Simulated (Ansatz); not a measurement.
Input for Ansatz (development build ahead of 0.2.0):

```yaml
crystal:
  periodic: [false, false, false]
  atoms:
    - { symbol: Si, position_ang: [0.0, 0.0, -0.12343] }
    - { symbol: H, position_ang: [0.0, 1.00854, 0.86398] }
    - { symbol: H, position_ang: [0.0, -1.00854, 0.86398] }
basis:
  gaussian: { orbitals: STO-3G }
hamiltonian:
  xc: hf
```

The input is written out in the form of the current development build from the run's settings.

Output:

| Quantity | Value |
| --- | --- |
| Converged | yes |
| Total energy | -286.66465 hartree |
| Spin squared of the determinant | 0.000 |
